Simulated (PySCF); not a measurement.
## Basis-set dependence of excited states

Species: 1,2-propanediol, C₃H₈O₂.
SMILES with atom numbers: `[CH3:1][C@H:2]([OH:3])[CH2:4][OH:5]` (hydrogens: H6, H7, H8 on C1; H9 on C2; H10 on O3; H11, H12 on C4; H13 on O5)

Geometry (PBE0-D3(BJ)/def2-SVP, Å), atoms numbered from 1 in this order:
```xyz
13
C3H8O2 angstrom
C     -1.1995    0.6740   -0.0159
C     -0.2611   -0.5185   -0.0113
O      0.1386   -0.8556    1.3053
C      1.0434   -0.2355   -0.7433
O      1.7617    0.7808   -0.1084
H     -2.0883    0.4839    0.6081
H     -1.5521    0.8953   -1.0346
H     -0.6755    1.5606    0.3696
H     -0.7554   -1.3837   -0.4990
H     -0.6357   -0.8422    1.8759
H      1.6242   -1.1783   -0.7970
H      0.8347    0.0838   -1.7766
H      1.7651    0.5355    0.8271
```

TDDFT with PBE0 (PySCF), vertical singlets, core orbitals frozen in the response, spherical d and f functions. The structure is a single PBE0-D3(BJ)/def2-SVP conformer in the gas phase; no vibrational or solvent corrections.

Problem. Compare 6-31G*, 6-31+G*, def2-SVP, def2-SVPD, aug-cc-pVDZ, def2-TZVP and def2-TZVPD for this molecule.

Solution. 

```json
{"basis": "6-31G*", "functions": "86", "diffuse": "no", "S1 (eV)": "8.04", "S2 (eV)": "8.18", "S3 (eV)": "9.27", "S4 (eV)": "9.66", "S5 (eV)": "9.85", "LUMO (eV)": "2.07", "α (au)": "39.4"}
{"basis": "6-31+G*", "functions": "106", "diffuse": "yes", "S1 (eV)": "6.76", "S2 (eV)": "7.00", "S3 (eV)": "7.35", "S4 (eV)": "7.74", "S5 (eV)": "7.87", "LUMO (eV)": "0.15", "α (au)": "45.2"}
{"basis": "def2-SVP", "functions": "110", "diffuse": "no", "S1 (eV)": "7.62", "S2 (eV)": "7.77", "S3 (eV)": "8.67", "S4 (eV)": "9.09", "S5 (eV)": "9.21", "LUMO (eV)": "1.40", "α (au)": "40.6"}
{"basis": "def2-SVPD", "functions": "170", "diffuse": "yes", "S1 (eV)": "6.98", "S2 (eV)": "7.18", "S3 (eV)": "7.84", "S4 (eV)": "8.10", "S5 (eV)": "8.31", "LUMO (eV)": "0.31", "α (au)": "48.6"}
{"basis": "aug-cc-pVDZ", "functions": "187", "diffuse": "yes", "S1 (eV)": "6.47", "S2 (eV)": "6.71", "S3 (eV)": "7.05", "S4 (eV)": "7.28", "S5 (eV)": "7.39", "LUMO (eV)": "-0.27", "α (au)": "49.7"}
{"basis": "def2-TZVP", "functions": "203", "diffuse": "no", "S1 (eV)": "7.24", "S2 (eV)": "7.40", "S3 (eV)": "8.24", "S4 (eV)": "8.67", "S5 (eV)": "8.79", "LUMO (eV)": "0.76", "α (au)": "46.3"}
{"basis": "def2-TZVPD", "functions": "263", "diffuse": "yes", "S1 (eV)": "6.68", "S2 (eV)": "6.90", "S3 (eV)": "7.46", "S4 (eV)": "7.64", "S5 (eV)": "7.82", "LUMO (eV)": "0.00", "α (au)": "49.6"}
```

States are compared by their number. Against the largest diffuse basis here (def2-TZVPD, itself not a converged limit), sets without diffuse functions differ by up to 1.36 eV in S1 and 2.03 eV in S5; the smaller diffuse sets differ by up to 0.30 and 0.49 eV. State by state, the largest deviation of a set without diffuse functions is S1 1.36, S2 1.28, S3 1.81, S4 2.02, S5 2.03 eV. The same number needn't mean the same state in each row. Against def2-TZVPD the polarisability deviates by -21% in 6-31G*, -9% in 6-31+G*, -18% in def2-SVP, -2% in def2-SVPD, 0% in aug-cc-pVDZ, -7% in def2-TZVP. A single + in a Pople set puts diffuse functions on heavy atoms only.
